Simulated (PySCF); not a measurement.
Molecule: `CCC(N)=O`, C3H7NO.

Bonds (- single, = double, # triple, : aromatic): C1-C2 1.515 Å, C2-C3 1.521 Å, C3-N4 1.361 Å, C3=O5 1.213 Å. C1 carries H6, H7, H8; C2 carries H9, H10; N4 carries H11, H12. H12 is cis to the C=O or C=S heteroatom; H11 is trans to the C=O or C=S heteroatom.

Geometry PBE0-D3(BJ)/def2-SVP throughout; GIAO in PySCF 2.14.0 with density-fitted response routines, gas phase, one conformer, non-relativistic; equivalent atoms averaged; basis pcSseg-2.

(1) How do the shifts δ (against TMS, NH3, H2O at the same level) depend on the functional? (ppm; last column core-seconds on shared hosts with different chips, so compare them loosely; the GGAs took longer than the global hybrids here, which isn't the general rule, and the cause wasn't traced)

(2) Which nucleus moves most, in ppm?

Results:

(1) 
```
functional                    kind     C3    C2    C1     N4     O5   H12   H11  H9/H10  H6/H7/H8  core-s
        HF            Hartree–Fock  183.0  28.0  10.7   92.9  390.9  4.76  4.70    1.87      1.17      12
       LDA                     LDA  180.0  30.1   7.4  121.5  430.6  4.49  4.86    2.27      0.95      28
       PBE                     GGA  174.6  30.0   9.7  114.0  413.6  4.45  4.80    2.21      0.99      36
      BLYP                     GGA  175.9  30.7  10.5  113.5  413.4  4.44  4.77    2.22      1.05      37
      BP86                     GGA  174.5  30.2   9.9  112.7  410.6  4.44  4.77    2.20      1.00      37
      OPBE                     GGA  167.9  29.5  10.4  109.2  399.5  4.48  4.87    2.19      0.97      38
       KT2                     GGA  166.6  28.6   9.7  107.0  385.2  4.44  4.71    2.20      1.01      37
       KT3                     GGA  164.8  29.0  10.9  104.9  381.9  4.47  4.77    2.18      1.04      36
     B97-D                     GGA  170.8  30.2  10.8  108.8  396.4  4.45  4.78    2.19      1.05      36
     B3LYP           global hybrid  179.4  30.5  10.3  110.1  415.6  4.54  4.73    2.12      1.07      25
      PBE0           global hybrid  178.7  29.8   9.7  109.2  415.4  4.56  4.76    2.10      1.03      23
  mPW1PW91           global hybrid  179.0  30.0   9.9  108.9  415.8  4.55  4.75    2.09      1.03      23
      WP04           global hybrid  179.5  32.3  12.1  106.4  406.0  4.62  4.83    2.04      1.09      27
     B97-2           global hybrid  175.4  29.9  10.4  106.6  404.0  4.54  4.75    2.09      1.04      28
 BHandHLYP           global hybrid  182.8  29.8  10.2  104.2  412.1  4.65  4.72    2.02      1.11      28
 CAM-B3LYP  range-separated hybrid  183.8  30.4   9.6  109.6  418.3  4.59  4.70    2.09      1.09      43
   wB97X-D  range-separated hybrid  181.1  30.4  10.0  108.0  414.3  4.57  4.72    2.05      1.05      38
   LC-wPBE  range-separated hybrid  186.5  30.2   9.3  107.4  418.0  4.55  4.68    2.02      1.03      54
```

(2) O5 (amide-type carbonyl oxygen): from 381.9 ppm with KT3 to 430.6 ppm with LDA. The smallest spread is 0.20 ppm, at H11. Proton shifts span only some 12 ppm, so a few tenths of a ppm matter as much there as several ppm in carbon.
